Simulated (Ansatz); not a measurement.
Energy needed to pull apart AlSiH₃O (SMILES O=[SiH][AlH2]), closed shell, into free ground-state atoms, from the structure below (displaced at random from its PBE0-D4/def2-TZVP minimum); no zero-point or spin–orbit terms; open-shell atoms are treated unrestricted, in their ground-state multiplicity.

```
6
angstrom
O 0.4819 -2.0184 0.8981
Si -0.3616 -1.2239 -0.0749
Al 0.2382 1.2017 -0.0327
H -1.3802 -1.8206 -0.8911
H 1.4114 1.6982 -0.9749
H -0.4368 2.1711 1.0187
```

Ansatz 0.2.0; basis: def2-TZVPP; cores frozen in the correlated methods.

```json
{"method": "PBE-D4", "atomization energy (kcal/mol)": "406.3"}
{"method": "r2SCAN-D4", "atomization energy (kcal/mol)": "?"}
{"method": "PBE0-D4", "atomization energy (kcal/mol)": "?"}
{"method": "wB97M-V", "atomization energy (kcal/mol)": "404.5"}
{"method": "HF", "atomization energy (kcal/mol)": "277.2"}
{"method": "MP2", "atomization energy (kcal/mol)": "400.6"}
{"method": "CCSD", "atomization energy (kcal/mol)": "385.2"}
{"method": "CCSD(T)", "atomization energy (kcal/mol)": "393.0"}
```

Problem. What does r2SCAN-D4 give? (An estimate is asked for; the value comes from the calculation.)

Solution. Computed: 406.1 kcal/mol, which is about 13.0 kcal/mol more than CCSD(T)/def2-TZVPP.

Problem. What does PBE0-D4 give? (An estimate is asked for; the value comes from the calculation.)

Solution. By the calculation: 395.4 kcal/mol, which is about 2.4 kcal/mol more than CCSD(T)/def2-TZVPP.

In triple zeta the MP2 and coupled-cluster atomization energies are still short of their basis limit by a few kcal/mol a bond, whereas those of the functionals are nearly converged, so these differences are not deviations from converged CCSD(T).

The T1 diagnostic stays at or below 0.022.

For scale, one of the runs: CCSD(T)/def2-TZVPP forces, 157 basis functions (an equivalent command: `ansatz run in.yaml --threads 2`). Hardware: 2 CPU threads, shared host. Wall time 69 s; peak host memory 1.8 GiB.
